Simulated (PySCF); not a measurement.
Gas-phase reaction: SO3 + CO2 ⇌ COS + 4 O

Method: PySCF energies (xtb for GFN2) plus ideal-gas RRHO corrections (1 bar). The comparison is the NASA 1993 polynomial table, which mixes measured and estimated data. † marks an energy on the PBE0/def2-TZVP geometry and frequencies; other levels use their own. MP2 freezes the core. 6-31G* has spherical d functions here. Open shells (unrestricted): O (multiplicity 3); the rest are closed-shell singlets. GFN2 has no spin-polarisation term. Spin-orbit splitting is ignored; it lowers the true energy and changes the entropy of O. B3LYP is the form with VWN-RPA correlation. MP2 isn't extrapolated to the basis-set limit.

Levels: a) GFN2-xTB; b) MP2/def2-TZVPP†; c) PBE/def2-SVP; d) B3LYP/6-31G*; e) PBE0/def2-TZVP.

Problem. Order the levels by the distance of their ΔH°(298 K) from the table for this reaction, closest first.

Solution. c (+14 kJ), e (-37 kJ), b (+60 kJ), d (-198 kJ), a (+1440 kJ)

The table gives 1648 kJ. The order holds for this reaction alone, and for the 1993 entries, some of which have been revised since.
